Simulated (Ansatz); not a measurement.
Basis-set extrapolation for C$_{5}$H$_{12}$S (`CC(C)CCS`) (PBE0-D4/def2-TZVP geometry, frozen core, Ansatz 0.2.0). Multiplicity 1, RHF reference.

```csv
,def2-TZVPP,def2-QZVPP
HF,-593.945272,-593.965875
MP2 correlation,-1.065698,-1.136096
CCSD(T) correlation,-1.184747,not run
```

Energies in hartree. Use E(X) = E(∞) + A·exp(−7.88·√X) for Hartree–Fock and E(X) = E(∞) + B·X^(−2.97) for correlation, with X = 3 and 4, and add CCSD(T) minus MP2 of the smaller set to the MP2 limit.

**Question.** What is the CCSD(T) energy at the basis-set limit?

**Answer.** HF limit: -593.965875 + (-0.020603) × 0.13774 = -593.96871. MP2 limit: -1.136096 + (-0.070398) × 0.74074 = -1.18824. Higher-order term: -1.184747 − (-1.065698) = -0.11905. Total: -595.27600 hartree, 383.3 kJ/mol below CCSD(T)/def2-TZVPP.
